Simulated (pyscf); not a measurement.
`[CH3][CH2][ZnH]` + `[SH2]` -> `[CH3][CH2][Zn][SH]` + `[H][H]` (four-centre exchange; singlet surface; H–Zn, H–S broken, S–Zn, H–H formed). Single points on ωB97X-D3(BJ)/def2-SVP structures (PySCF, gas phase). Rate constants from transition-state theory, ωB97M-D3(BJ)/def2-TZVP energies (ideal gas, 1 atm, RRHO with modes under 100 cm⁻¹ raised to 100, one conformer, R ln 2 for rigid chiral ones; no tunnelling), k in cm³ molecule⁻¹ s⁻¹.

```csv
T (K),1000/T,log10 k
298,3.354,-25.36
600,1.667,-19.10
900,1.111,-16.78
1200,0.833,?
```

### Question
Fit an Arrhenius line to the three values, give the activation energy, and predict k at 1200 K.

### Answer
Least squares gives log10 k = -12.65 − 3.80 × 1000/T, so Ea = 3.80 × ln 10 × 1.987 = 17.4 kcal/mol, against an electronic barrier of 16.2. At 1200 K the line gives -15.82; the computed value is -15.51 (ΔG‡ = 55.6 kcal/mol), a factor 2.0 over the line, since the plot is curved. On the reactant side the descent ends in a complex, 6.9 kcal/mol under the separated species and 20.2 kcal/mol under the saddle at ωB97X-D3(BJ)/def2-TZVP. At ωB97X-D3(BJ) the barrier from the zero used here is 13.3 kcal/mol. This is the saddle that the search found; another between the same sides may lie lower. Elements up to Kr have no core potential and no relativistic terms here.
